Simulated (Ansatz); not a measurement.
LiP, a test of scalar relativity

With Ansatz 0.2.0, Python API.

Notebook, run cell by cell (the value of a cell's last expression is shown):

**Cell 1**
```python
import ansatz as az
import numpy as np
```

**Cell 2**
```python
XC = "hf"
```

**Cell 3**
```python
mol = (
    az.Crystal.molecule()
    .atom("Li", [0.0, 0.0, 0.0])
    .atom("P", [0.0, 0.0, 2.35])
)
```

**Cell 4**
```python
setup = mol.calculation().functional(XC).spin("collinear", total=2).forces()
# a set contracted for a scalar-relativistic Hamiltonian goes with the relativistic run
sets = {"none": "cc-pVTZ", "scalar": "cc-pVTZ-DK"}
found = {kind: setup.basis(gaussian=basis).pseudopotentials(relativity=kind).run(threads=1).report for kind, basis in sets.items()}
for kind, each in found.items():
    dipole = 4.803205 * np.linalg.norm(each["charge_distribution"]["dipole_moment_e_ang"])
    print(f"{kind:7s} E = {each['free_energy_ev']:.4f} eV  dipole {dipole:.3f} D  largest force component {np.abs(each['forces_ev_ang']).max():.4f} eV/A")
print(f"relativity lowers the total energy by {found['none']['free_energy_ev'] - found['scalar']['free_energy_ev']:.3f} eV")
```
Output:
```text
none    E = -9474.3522 eV  dipole 7.261 D  largest force component 0.0222 eV/A
scalar  E = -9496.5454 eV  dipole 7.249 D  largest force component 0.0222 eV/A
relativity lowers the total energy by 22.193 eV
```

The total moves by -22.2 eV, nearly all in the cores, and the dipole from 7.26 to 7.25 D.

Caveats:
- Total energies depend on the basis set; only differences at equal settings carry meaning.
- The geometry is a force-field or estimated start, not a minimum of this method. The basis set changes with the Hamiltonian (a set recontracted for scalar relativity), and most of the change in the total lies in the cores.
- The species is open-shell (spin multiplicity 3).
- The spin state was assumed, and another may lie lower.
- Hardware and time: 2.7 s on 1 thread of Arm Neoverse V1, with other jobs on the host, peak memory 0.19 GiB.
